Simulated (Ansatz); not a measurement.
C3H5F3 (`FCC(F)CF`), relaxed with RKS PBE0-D4/def2-TZVP in Ansatz from a PBE-D4/def2-SVP geometry. The force threshold is 0.005 eV/Å; the program also tests the step.

Charge 0, multiplicity 1.

Start:

```xyz
11

F     0.279   -0.363    1.916
C     0.776    0.479    0.933
C     0.391   -0.009   -0.452
F     1.160   -1.117   -0.795
C    -1.080   -0.375   -0.555
F    -1.427   -0.604   -1.871
H     1.885    0.515    1.011
H     0.372    1.504    1.097
H     0.613    0.803   -1.184
H    -1.701    0.456   -0.148
H    -1.268   -1.289    0.047
```

```csv
step,energy (eV),largest force (eV/Å),largest move (Å)
1,-11336.1507,0.533,0.000
2,-11336.1918,0.178,0.021
3,-11336.1960,0.028,0.012
4,-11336.1961,0.015,0.004
5,-11336.1962,0.014,0.009
6 (rejected),-11336.1961,0.028,0.007
7,-11336.1962,0.002,0.004
```

End:

```xyz
11

F     0.302   -0.352    1.908
C     0.775    0.487    0.921
C     0.388   -0.013   -0.445
F     1.150   -1.119   -0.771
C    -1.072   -0.371   -0.541
F    -1.422   -0.565   -1.858
H     1.864    0.532    1.002
H     0.355    1.483    1.088
H     0.618    0.770   -1.178
H    -1.685    0.440   -0.137
H    -1.272   -1.291    0.013
```

Hardware: 4 threads of an Arm Neoverse V2 on a shared host. Wall time 21 s, peak host memory 0.54 GiB.
